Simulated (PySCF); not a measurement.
These 2 structures share the formula C4H3FO. Computed with PBE0-D3(BJ)/def2-SVP geometry optimisation, gas phase in PySCF 2.14.0. Energies are electronic, without zero-point or thermal terms, for one conformer each. No frequencies were run at this level. Point groups hold within 0.08 Å.

Question: Rank from lowest to highest electronic energy at this level (kJ/mol).
A. `Fc1ccoc1`
B. `O=C1C=C[C@@H]1F`

Answer: A (0.0), B (83.7).

As drawn, the lower has an aromatic ring, which the higher lacks; the higher has a four-membered ring, a C=O bond and a C=C bond outside aromatic rings, which the lower lacks.

```json
{"SMILES": "Fc1ccoc1", "E (Eh)": "-328.66022", "E rel (kJ/mol)": "0.0", "dipole (D)": "1.03", "point group": "Cs", "A, B, C (MHz)": "9354, 3501, 2548"}
{"SMILES": "O=C1C=C[C@@H]1F", "E (Eh)": "-328.62834", "E rel (kJ/mol)": "83.7", "dipole (D)": "3.68", "point group": "C1", "A, B, C (MHz)": "5585, 4100, 2533"}
```
